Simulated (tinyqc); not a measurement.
Worked calculation: G0W0 on RHF in the sto-3g basis, for H2O, spin multiplicity 1. One step of it, computed by the program tinyqc.

Problem. Iteration 1: building the Fock matrix. J_ij = sum D_kl (ij|kl), K_ij = sum D_kl (ik|jl); F = H + J - 0.5 K; E = tr D H + tr D J / 2 - 0.25 tr D K + E_nn.

D at the start:
```
,1O 1s,1O 2s,1O 2px,1O 2py,1O 2pz,2H 1s,3H 1s
1O 1s,2.135313,-0.612536,0.000000,0.000000,-0.052066,0.089148,0.089148
1O 2s,-0.612536,2.764005,0.000000,0.000000,0.324047,-0.397661,-0.397661
1O 2px,0.000000,0.000000,2.000000,0.000000,0.000000,0.000000,0.000000
1O 2py,0.000000,0.000000,0.000000,2.452821,0.000000,-0.423565,0.423565
1O 2pz,-0.052066,0.324047,0.000000,0.000000,2.157280,-0.230291,-0.230291
2H 1s,0.089148,-0.397661,0.000000,-0.423565,-0.230291,0.146277,-0.000010
3H 1s,0.089148,-0.397661,0.000000,0.423565,-0.230291,-0.000010,0.146277
```

core Hamiltonian H = T + V (hartree):
```
,1O 1s,1O 2s,1O 2px,1O 2py,1O 2pz,2H 1s,3H 1s
1O 1s,-32.734490,-7.616018,0.000000,0.000000,-0.017225,-1.798808,-1.798808
1O 2s,-7.616018,-9.347087,0.000000,0.000000,-0.201716,-3.807820,-3.807820
1O 2px,0.000000,0.000000,-7.467671,0.000000,0.000000,0.000000,0.000000
1O 2py,0.000000,0.000000,0.000000,-7.649204,0.000000,-2.188060,2.188060
1O 2pz,-0.017225,-0.201716,0.000000,0.000000,-7.542965,-1.470466,-1.470466
2H 1s,-1.798808,-3.807820,0.000000,-2.188060,-1.470466,-5.105084,-1.477114
3H 1s,-1.798808,-3.807820,0.000000,2.188060,-1.470466,-1.477114,-5.105084
```

Two-electron integrals (ij|kl) in chemists' order, unique and non-zero (hartree):
```
i,j,k,l,(ij|kl)
1,1,1,1,4.785065
2,1,1,1,0.741380
2,1,2,1,0.136873
2,2,1,1,1.118947
2,2,2,1,0.256633
2,2,2,2,0.817206
3,1,3,1,0.024477
3,2,3,1,0.037809
3,2,3,2,0.180518
3,3,1,1,1.115814
3,3,2,1,0.256684
3,3,2,2,0.817023
3,3,3,3,0.880159
4,1,4,1,0.024477
4,2,4,1,0.037809
4,2,4,2,0.180518
4,3,4,3,0.047444
4,4,1,1,1.115814
4,4,2,1,0.256684
4,4,2,2,0.817023
4,4,3,3,0.785270
4,4,4,4,0.880159
5,1,5,1,0.024477
5,2,5,1,0.037809
5,2,5,2,0.180518
5,3,5,3,0.047444
5,4,5,4,0.047444
5,5,1,1,1.115814
5,5,2,1,0.256684
5,5,2,2,0.817023
5,5,3,3,0.785270
5,5,4,4,0.785270
5,5,5,5,0.880159
6,1,1,1,0.176647
6,1,2,1,0.032319
6,1,2,2,0.060145
6,1,3,3,0.060032
6,1,4,1,0.001247
6,1,4,2,0.002327
6,1,4,4,0.060277
6,1,5,1,0.000803
6,1,5,2,0.001499
6,1,5,4,0.000158
6,1,5,5,0.060134
6,1,6,1,0.007730
6,2,1,1,0.411773
6,2,2,1,0.095545
6,2,2,2,0.334758
6,2,3,3,0.329228
6,2,4,1,0.005998
6,2,4,2,0.045016
6,2,4,4,0.340734
6,2,5,1,0.003863
6,2,5,2,0.028991
6,2,5,4,0.007410
6,2,5,5,0.334000
6,2,6,1,0.022965
6,2,6,2,0.167015
6,3,3,1,0.010213
6,3,3,2,0.058662
6,3,4,3,0.009453
6,3,5,3,0.006088
6,3,6,3,0.024361
6,4,1,1,0.242752
6,4,2,1,0.057079
6,4,2,2,0.213616
6,4,3,3,0.203832
6,4,4,1,0.013370
6,4,4,2,0.086035
6,4,4,4,0.229956
6,4,5,1,0.002033
6,4,5,2,0.017629
6,4,5,4,0.010736
6,4,5,5,0.206825
6,4,6,1,0.014352
6,4,6,2,0.129455
6,4,6,4,0.123599
6,5,1,1,0.156339
6,5,2,1,0.036761
6,5,2,2,0.137574
6,5,3,3,0.131273
6,5,4,1,0.002033
6,5,4,2,0.017629
6,5,4,4,0.135921
6,5,5,1,0.011522
6,5,5,2,0.070015
6,5,5,4,0.012447
6,5,5,5,0.145377
6,5,6,1,0.009243
6,5,6,2,0.083372
6,5,6,4,0.063912
6,5,6,5,0.065522
6,6,1,1,0.537530
6,6,2,1,0.126752
6,6,2,2,0.507465
6,6,3,3,0.486780
6,6,4,1,0.010704
6,6,4,2,0.109131
6,6,4,4,0.530208
6,6,5,1,0.006894
6,6,5,2,0.070283
6,6,5,4,0.027969
6,6,5,5,0.504793
6,6,6,1,0.030769
6,6,6,2,0.312660
6,6,6,4,0.276915
6,6,6,5,0.178341
6,6,6,6,0.774606
7,1,1,1,0.176647
7,1,2,1,0.032319
7,1,2,2,0.060145
7,1,3,3,0.060032
7,1,4,1,-0.001247
7,1,4,2,-0.002327
7,1,4,4,0.060277
7,1,5,1,0.000803
7,1,5,2,0.001499
7,1,5,4,-0.000158
7,1,5,5,0.060134
7,1,6,1,0.007596
7,1,6,2,0.022162
7,1,6,4,0.012618
7,1,6,5,0.008925
7,1,6,6,0.029282
7,1,7,1,0.007730
7,2,1,1,0.411773
7,2,2,1,0.095545
7,2,2,2,0.334758
7,2,3,3,0.329228
7,2,4,1,-0.005998
7,2,4,2,-0.045016
7,2,4,4,0.340734
7,2,5,1,0.003863
7,2,5,2,0.028991
7,2,5,4,-0.007410
7,2,5,5,0.334000
7,2,6,1,0.022162
7,2,6,2,0.134212
7,2,6,4,0.071719
7,2,6,5,0.065032
7,2,6,6,0.205568
7,2,7,1,0.022965
7,2,7,2,0.167015
7,3,3,1,0.010213
7,3,3,2,0.058662
7,3,4,3,-0.009453
7,3,5,3,0.006088
7,3,6,3,0.018879
7,3,7,3,0.024361
7,4,1,1,-0.242752
7,4,2,1,-0.057079
7,4,2,2,-0.213616
7,4,3,3,-0.203832
7,4,4,1,0.013370
7,4,4,2,0.086035
7,4,4,4,-0.229956
7,4,5,1,-0.002033
7,4,5,2,-0.017629
7,4,5,4,0.010736
7,4,5,5,-0.206825
7,4,6,1,-0.012618
7,4,6,2,-0.071719
7,4,6,4,-0.019944
7,4,6,5,-0.033952
7,4,6,6,-0.097032
7,4,7,1,-0.014352
7,4,7,2,-0.129455
7,4,7,4,0.123599
7,5,1,1,0.156339
7,5,2,1,0.036761
7,5,2,2,0.137574
7,5,3,3,0.131273
7,5,4,1,-0.002033
7,5,4,2,-0.017629
7,5,4,4,0.135921
7,5,5,1,0.011522
7,5,5,2,0.070015
7,5,5,4,-0.012447
7,5,5,5,0.145377
7,5,6,1,0.008925
7,5,6,2,0.065032
7,5,6,4,0.033952
7,5,6,5,0.049902
7,5,6,6,0.109081
7,5,7,1,0.009243
7,5,7,2,0.083372
7,5,7,4,-0.063912
7,5,7,5,0.065522
7,6,1,1,0.148866
7,6,2,1,0.034799
7,6,2,2,0.130628
7,6,3,3,0.127958
7,6,4,4,0.130904
7,6,5,1,0.002291
7,6,5,2,0.019827
7,6,5,5,0.132885
7,6,6,1,0.008255
7,6,6,2,0.062848
7,6,6,4,0.042068
7,6,6,5,0.035274
7,6,6,6,0.117816
7,6,7,1,0.008255
7,6,7,2,0.062848
7,6,7,4,-0.042068
7,6,7,5,0.035274
7,6,7,6,0.028273
7,7,1,1,0.537530
7,7,2,1,0.126752
7,7,2,2,0.507465
7,7,3,3,0.486780
7,7,4,1,-0.010704
7,7,4,2,-0.109131
7,7,4,4,0.530208
7,7,5,1,0.006894
7,7,5,2,0.070283
7,7,5,4,-0.027969
7,7,5,5,0.504793
7,7,6,1,0.029282
7,7,6,2,0.205568
7,7,6,4,0.097032
7,7,6,5,0.109081
7,7,6,6,0.327960
7,7,7,1,0.030769
7,7,7,2,0.312660
7,7,7,4,-0.276915
7,7,7,5,0.178341
7,7,7,6,0.117816
7,7,7,7,0.774606
```

nuclear repulsion = 9.28669671 hartree

Give: Coulomb J; exchange K; Fock matrix F; total energy of this density.

Solution.

Coulomb J (hartree):
```
,1O 1s,1O 2s,1O 2px,1O 2py,1O 2pz,2H 1s,3H 1s
1O 1s,18.788,3.588,0.000,0.000,0.004,0.847,0.847
1O 2s,3.588,8.883,0.000,0.000,-0.006,3.526,3.526
1O 2px,0.000,0.000,8.881,0.000,0.000,0.000,0.000
1O 2py,0.000,0.000,0.000,8.870,0.000,2.201,-2.201
1O 2pz,0.004,-0.006,0.000,0.000,8.875,1.414,1.414
2H 1s,0.847,3.526,0.000,2.201,1.414,5.114,1.346
3H 1s,0.847,3.526,0.000,-2.201,1.414,1.346,5.114
```

exchange K (hartree):
```
,1O 1s,1O 2s,1O 2px,1O 2py,1O 2pz,2H 1s,3H 1s
1O 1s,9.860,1.726,0.000,0.000,0.001,0.427,0.427
1O 2s,1.726,2.877,0.000,0.000,0.000,1.005,1.005
1O 2px,0.000,0.000,2.380,0.000,0.000,0.000,0.000
1O 2py,0.000,0.000,0.000,2.366,0.000,0.466,-0.466
1O 2pz,0.001,0.000,0.000,0.000,2.372,0.299,0.299
2H 1s,0.427,1.005,0.000,0.466,0.299,0.525,0.305
3H 1s,0.427,1.005,0.000,-0.466,0.299,0.305,0.525
```

Fock matrix F (hartree):
```
,1O 1s,1O 2s,1O 2px,1O 2py,1O 2pz,2H 1s,3H 1s
1O 1s,-18.877,-4.891,0.000,0.000,-0.014,-1.165,-1.165
1O 2s,-4.891,-1.903,0.000,0.000,-0.208,-0.784,-0.784
1O 2px,0.000,0.000,0.223,0.000,0.000,0.000,0.000
1O 2py,0.000,0.000,0.000,0.038,0.000,-0.220,0.220
1O 2pz,-0.014,-0.208,0.000,0.000,0.146,-0.206,-0.206
2H 1s,-1.165,-0.784,0.000,-0.220,-0.206,-0.254,-0.284
3H 1s,-1.165,-0.784,0.000,0.220,-0.206,-0.284,-0.254
```

total energy of this density = -73.23963 hartree
